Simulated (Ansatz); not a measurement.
# BH₅SSi (built from SMILES [SiH3]BS): one structure at several levels

Aim: energy, forces and dipole at a displaced guess of a reacting structure, from CCSD(T) and from density functionals.

Method: single points in def2-TZVPP; program: Ansatz 0.2.0, Gaussian basis.

Correlated methods freeze the cores. B3LYP uses VWN-RPA correlation.

## 1. The system as given

8 atoms, charge 0, spin multiplicity 1.

Atoms are counted from 1 here; the program's logs count them from 0.

Bond lengths: B1–S3 1.751 Å, B1–H4 1.230 Å, B1–H5 1.195 Å, Si2–H6 1.536 Å, Si2–H7 1.520 Å, Si2–H8 1.520 Å. Angles: S3–B1–H4 73.9°, S3–B1–H5 130.9°, H4–B1–H5 142.9°, H6–Si2–H7 110.7°, H6–Si2–H8 107.2°, H7–Si2–H8 107.9°.

Geometry (Å):

```xyz
8
BH5SSi
B    -1.1977    0.1295   -0.4734
Si    0.8704   -0.2490    0.5314
S    -1.5226    1.6663   -1.2477
H    -0.1225    0.5155   -0.9287
H    -1.8841   -0.8397   -0.3409
H     0.3203   -0.8138    1.8492
H     1.8189    0.9080    0.7985
H     1.6634   -1.3594   -0.1374
```

## 2. CCSD(T)/def2-TZVPP

File run/in.yaml:

```yaml
crystal:
  periodic: [false, false, false]
  atoms:
    - {symbol: B, position_ang: [-1.197700, 0.129500, -0.473400]}
    - {symbol: Si, position_ang: [0.870400, -0.249000, 0.531400]}
    - {symbol: S, position_ang: [-1.522600, 1.666300, -1.247700]}
    - {symbol: H, position_ang: [-0.122500, 0.515500, -0.928700]}
    - {symbol: H, position_ang: [-1.884100, -0.839700, -0.340900]}
    - {symbol: H, position_ang: [0.320300, -0.813800, 1.849200]}
    - {symbol: H, position_ang: [1.818900, 0.908000, 0.798500]}
    - {symbol: H, position_ang: [1.663400, -1.359400, -0.137400]}
basis:
  gaussian: {orbitals: def2-TZVPP}
correlation: {method: ccsd_t}
output: {forces: true}
```

No record of the launch command was kept for these runs.

The program printed, shortened:

```text
Functional definition: HF
  name "HF"
  cite "Fock, Z. Phys. 61, 126 (1930) doi:10.1007/BF01340294"
  parent pbe
[...]
1049 factors; integrals over basis functions are off by at most 1.2e-3 eV
[...]
mean field -19428.59721463 eV, -713.9877784614 hartree, gradient 2.5e-6 eV, S^2 0.000000; 0 other end points of the search recorded, 0 dependent functions left out; unrestricted orbitals would lower it
11 core orbitals not correlated: weight in the atoms' cores, before any rotation towards them, 1.000 or more for the frozen orbitals, at most 0.000 for the correlated occupied ones
reference -19428.59721463 eV, -713.9877784614 hartree; 9, 9 occupied and 165, 165 virtual orbitals, 1049 factors
second order -11.93769863 eV of doubles, -0.00000000 eV of singles
cycle   1  -12.63654584 eV  change   -7.0e-1 eV  update   1.0e-1
[...]
cycle  15  -13.15393788 eV  change    3.1e-6 eV  update   1.4e-6
perturbative correction -0.67540099 eV, -0.0248205285 hartree
[...]
working
Total energy: -19442.42655350 eV, -714.4959972909 hartree
Atom 0 at    -1.197700     0.129500    -0.473400 Å, force    -0.847588     0.494080     0.086514 eV/Å
Atom 1 at     0.870400    -0.249000     0.531400 Å, force     0.016286    -0.604861     0.293444 eV/Å
Atom 2 at    -1.522600     1.666300    -1.247700 Å, force    -0.135188    -0.383296     0.252676 eV/Å
Atom 3 at    -0.122500     0.515500    -0.928700 Å, force     1.446079    -0.056587     0.081790 eV/Å
Atom 4 at    -1.884100    -0.839700    -0.340900 Å, force     0.430758    -0.037063     0.148434 eV/Å
Atom 5 at     0.320300    -0.813800     1.849200 Å, force     0.237815     0.445574    -0.777942 eV/Å
Atom 6 at     1.818900     0.908000     0.798500 Å, force    -0.683059    -0.373886    -0.256948 eV/Å
Atom 7 at     1.663400    -1.359400    -0.137400 Å, force    -0.465105     0.516040     0.172033 eV/Å
Dipole moment:     0.405113    -0.298714     0.243473 e Å
```

Run time: 94 s. Hardware: 4 threads, shared host; peak memory 3.4 GiB.

## 3. PBE0-D4/def2-TZVPP

Changes to run/in.yaml since step 2:

```diff
@@ -13,3 +13,3 @@
   gaussian: {orbitals: def2-TZVPP}
-correlation: {method: ccsd_t}
-output: {forces: true}
+hamiltonian: {xc: pbe0, dispersion: d4}
+output: {forces: true, orbitals: {seedname: orbitals}}
```

The log in run was not kept; the run's report gives a total energy of -19461.467996 eV.

It took 2 s on 4 threads, shared host; peak memory 0.4 GiB.

## 4. wB97M-V/def2-TZVPP

Changes to run/in.yaml since step 3:

```diff
@@ -13,3 +13,3 @@
   gaussian: {orbitals: def2-TZVPP}
-hamiltonian: {xc: pbe0, dispersion: d4}
-output: {forces: true, orbitals: {seedname: orbitals}}
+hamiltonian: {xc: {name: wB97M-V}}
+output: {forces: true}
```

The program printed, shortened:

```text
Functional definition: wB97M-V
  name "wB97M-V"
  cite "Mardirossian & Head-Gordon, J. Chem. Phys. 144, 214110 (2016) doi:10.1063/1.4952647"
  cite "Becke, J. Chem. Phys. 107, 8554 (1997) doi:10.1063/1.475007"
  cite "Vydrov & Van Voorhis, J. Chem. Phys. 133, 244103 (2010) doi:10.1063/1.3521275"
  # Of w^i u^j: cxij and so on, Table III.
[...]
  gx(w, u) = 1 - cx + cx01*u + cx10*w
  gss(w, u) = css00 + css04*u^4 + css10*w + css20*w^2 + css43*w^4*u^3
  gos(w, u) = cos00 + cos10*w + (cos20 + cos21*u)*w^2 + (cos60 + cos61*u)*w^6
[...]
      + integral(e_c_pw_mod_opposite_spin*gos(b97_w_opposite, b97_u_opposite)) + vv10(b, c)
1046 factors; their error is unknown
248 factors; integrals over basis functions are off by at most 1.3e-5 eV
[...]
mean field -19467.41645338 eV, -715.4143591731 hartree, gradient 3.0e-5 eV, S^2 0.000000; 0 other end points of the search recorded, 0 dependent functions left out
[...]
reference -19467.41650451 eV, -715.4143610518 hartree; 20, 20 occupied and 165, 165 virtual orbitals, 1046 factors
Total energy: -19467.41650451 eV, -715.4143610518 hartree
Atom 0 at    -1.197700     0.129500    -0.473400 Å, force    -0.980141     0.768305    -0.120601 eV/Å
Atom 1 at     0.870400    -0.249000     0.531400 Å, force     0.045414    -0.580222     0.299575 eV/Å
Atom 2 at    -1.522600     1.666300    -1.247700 Å, force     0.042023    -0.898641     0.513114 eV/Å
Atom 3 at    -0.122500     0.515500    -0.928700 Å, force     1.418847     0.028641     0.073867 eV/Å
Atom 4 at    -1.884100    -0.839700    -0.340900 Å, force     0.471352     0.072440     0.155186 eV/Å
Atom 5 at     0.320300    -0.813800     1.849200 Å, force     0.251892     0.480505    -0.864530 eV/Å
Atom 6 at     1.818900     0.908000     0.798500 Å, force    -0.731584    -0.446677    -0.265674 eV/Å
Atom 7 at     1.663400    -1.359400    -0.137400 Å, force    -0.517804     0.575650     0.209063 eV/Å
Dipole moment:     0.428938    -0.330673     0.265598 e Å
```

It took 6 s on 4 threads, shared host; peak memory 0.51 GiB.

## 5. r2SCAN-D4/def2-TZVPP

Changes to run/in.yaml since step 4:

```diff
@@ -13,3 +13,3 @@
   gaussian: {orbitals: def2-TZVPP}
-hamiltonian: {xc: {name: wB97M-V}}
+hamiltonian: {xc: r2scan, dispersion: d4}
 output: {forces: true}
```

The log in run was not kept; the run's report gives a total energy of -19467.666007 eV.

Run time: 2.8 s. Hardware: 4 threads, shared host; peak memory 0.22 GiB.

## 6. PBE-D4/def2-TZVPP

Changes to run/in.yaml since step 5:

```diff
@@ -13,3 +13,3 @@
   gaussian: {orbitals: def2-TZVPP}
-hamiltonian: {xc: r2scan, dispersion: d4}
+hamiltonian: {xc: pbe, dispersion: d4}
 output: {forces: true}
```

The log in run was not kept; the run's report gives a total energy of -19459.790592 eV.

It took 1.4 s on 4 threads, shared host; peak memory 0.2 GiB.

## 7. r2SCANh-D4/def2-TZVPP

Changes to run/in.yaml since step 6:

```diff
@@ -13,3 +13,3 @@
   gaussian: {orbitals: def2-TZVPP}
-hamiltonian: {xc: pbe, dispersion: d4}
+hamiltonian: {xc: {name: r2SCANh}, dispersion: d4}
 output: {forces: true}
```

The log in run was not kept; the run's report gives a total energy of -19467.490546 eV.

It took 3.1 s on 4 threads, shared host; peak memory 0.41 GiB.

## 8. B3LYP-D4/def2-TZVPP

Changes to run/in.yaml since step 7:

```diff
@@ -13,3 +13,3 @@
   gaussian: {orbitals: def2-TZVPP}
-hamiltonian: {xc: {name: r2SCANh}, dispersion: d4}
+hamiltonian: {xc: {name: B3LYP}, dispersion: d4}
 output: {forces: true}
```

The log in run was not kept; the run's report gives a total energy of -19471.166736 eV.

It took 1.9 s on 4 threads, shared host; peak memory 0.39 GiB.

## 9. The levels compared

```tsv
method	RMS force component (eV/Å)	RMS error against CCSD(T) (eV/Å)	angle to CCSD(T) forces (°)	dipole (D)
CCSD(T)	0.500	reference	reference	2.69
PBE0-D4	0.523	0.146	16.2	2.79
wB97M-V	0.571	0.151	14.3	2.90
r2SCAN-D4	0.496	0.105	12.1	2.70
PBE-D4	0.441	0.136	15.0	2.50
r2SCANh-D4	0.522	0.125	13.8	2.78
B3LYP-D4	0.504	0.106	12.1	2.73
```

Energy less the free neutral atoms in their ground states at the same level (atoms from separate runs):

Differences are taken before rounding.

```tsv
method	rung	energy less atoms (kJ/mol)	from CCSD(T) (kJ/mol)
PBE-D4	GGA	-2270.2	-105.3
r2SCAN-D4	meta-GGA	-2263.6	-98.7
PBE0-D4	hybrid	-2229.2	-64.3
B3LYP-D4	hybrid	-2239.6	-74.6
r2SCANh-D4	hybrid	-2246.9	-81.9
wB97M-V	range-separated hybrid	-2234.2	-69.2
Hartree-Fock	wavefunction	-1584.6	+580.3
MP2	wavefunction	-2169.2	-4.2
CCSD	wavefunction	-2122.2	+42.7
CCSD(T)	wavefunction	-2165.0	0
```

Cost and force error (times from a shared host):

```tsv
method	time	RMS force error (eV/Å)
CCSD(T)	94 s	0
PBE0-D4	2 s	0.146
wB97M-V	6 s	0.151
r2SCAN-D4	2.8 s	0.105
PBE-D4	1.4 s	0.136
r2SCANh-D4	3.1 s	0.125
B3LYP-D4	1.9 s	0.106
```

## 10. Outcome

| quantity | value |
| --- | --- |
| energy less free atoms, CCSD(T)/def2-TZVPP | -2165.0 kJ/mol |
| RMS force component | 0.441 to 0.571 eV/Å over the methods |
| RMS force error | PBE0-D4 0.146, wB97M-V 0.151, r2SCAN-D4 0.105, PBE-D4 0.136, r2SCANh-D4 0.125, B3LYP-D4 0.106 eV/Å |
| HOMO and LUMO, PBE0-D4 | -6.54 and -2.63 eV |
| T1 diagnostic | 0.017 |

Against CCSD(T) the functionals' energies less atoms differ by -105.3 to -64.3 kJ/mol, PBE-D4 by -105.3 kJ/mol. The reference is not at the basis limit: in triple zeta CCSD(T) underbinds, which counts against methods that bind more; the gaps are no ranking. The forces of r2SCAN-D4 come nearest to CCSD(T), those of wB97M-V are farthest. Frozen-core CCSD(T) forces in triple zeta carry basis errors of their own, and this is one geometry, so small gaps rank nothing. The restricted Hartree–Fock reference is unstable towards an unrestricted one at one or more of these structures.
